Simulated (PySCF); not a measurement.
Consider sulfuric acid, `O=S(=O)(O)O` (H2O4S). Coordinates in Å; atoms count from 1 in this order:
```
O    -1.0074   -0.7668   -1.1533
S    -0.4483   -0.1406    0.0122
O    -1.1643    0.0890    1.2359
O     0.1608    1.2591   -0.4931
O     0.8857   -0.9342    0.4311
H     0.3044    1.8267    0.2806
H     1.2741   -1.3251   -0.3674
```

Computed at M06-2X/def2-TZVP // PBE0-D3(BJ)/def2-SVP with PySCF (density fitting, grid level 3). Thermal corrections: PBE0-D3(BJ)/def2-SVP frequencies, unscaled, ideal gas at 298.15 K and 1 bar, quasi-RRHO entropy.

Q: Rank these bonds by dissociation enthalpy, weakest first.
A. O4–H
B. S2–O4

A: B (394 kJ/mol), A (467 kJ/mol).

Q: For O4–H, what are ΔE (electronic) and ΔG(298 K) of the homolysis?

A: ΔE = 497 and ΔG = 430 kJ/mol, beside ΔH = 467 kJ/mol. The radicals are `[O]S(=O)(=O)O` and H•.

Known limits: radicals beside a multiple bond are drawn in one resonance form, and their spin spreads.
